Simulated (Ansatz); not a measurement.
Mulliken charges of `C[BH][AlH2]` from r2SCAN/def2-TZVPP in Ansatz (PBE0-D4/def2-TZVP geometry).

```tsv
atom	x (Å)	y (Å)	z (Å)	charge (e)
C1	-0.672	0.651	-1.105	-0.203
B2	0.390	0.493	0.023	-0.027
Al3	0.673	-1.196	1.287	0.375
H4	-1.128	-0.260	-1.497	0.055
H5	-0.357	1.294	-1.932	0.073
H6	-1.481	1.211	-0.600	0.064
H7	1.070	1.468	0.230	-0.010
H8	-0.160	-1.387	2.635	-0.165
H9	1.753	-2.321	0.944	-0.163
```

Problem. By hand: the dipole of these point charges (1 e Å = 4.8032 D).

Solution. Σ q r = (-0.075, 0.156, -0.146) e Å, of length 0.226 e Å = 1.09 D.

Problem. How does the dipole of the full density compare? (Best estimate.)

Solution. The calculation gave: (-0.130, 0.150, -0.180) e Å, 1.29 D; the point charges give 0.84 times that, at 12° from its direction.

Point charges leave out the atoms' own dipoles, such as those of lone pairs, and Mulliken's split depends on the basis, so the two needn't agree.
